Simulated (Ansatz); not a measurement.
Se, triplet in def2-SVPD: errors against UCCSDT(Q)

A free Se atom.

Basis def2-SVPD; Ansatz 0.2.0. Correlated methods freeze the noble-gas cores and the filled d shells of p-block atoms, which leaves 6 electrons in 27 orbitals. R marks a restricted (for open shells ROHF) determinant, U an unrestricted one. Active spaces: valence = (6e, 4o) chosen from the atoms' valence shells. No spin–orbit coupling is included, and no scalar relativity.

Full CI isn't at hand for all of this; UCCSDT(Q) serves as the reference, and is uncertain by about the last step of the cluster series. The frozen core follows each run's orbitals, which can shift R against U totals by a few meV for light atoms and by up to 0.1 eV past Ca.

The UHF ⟨S²⟩ is 2.008, the T1 diagnostic (RCCSD) is 0.0142 and the largest doubles amplitude (RCCSD) is 0.035. The T1 diagnostic (UCCSD) is 0.0083.

Task: From what is known of these methods and the diagnostics, rank them by the size of their error in total energy against UCCSDT(Q) in def2-SVPD, smallest first (an estimate: the text doesn't fix the numbers).
A. UHF
B. UMP2
C. UCCSDT
D. UCCSD
E. UCCSD(T)

Result: C (0.3 kJ/mol), E (1.2 kJ/mol), D (5.6 kJ/mol), B (49.6 kJ/mol), A (253.4 kJ/mol).

All errors are against UCCSDT(Q) in def2-SVPD. Within each family the higher level lies nearer, as is usual though not guaranteed.

Natural occupations of CASSCF (valence space) about the gap: 2.000 2.000 1.000 1.000; effectively unpaired electrons, Σ n²(2−n)², 2.00.
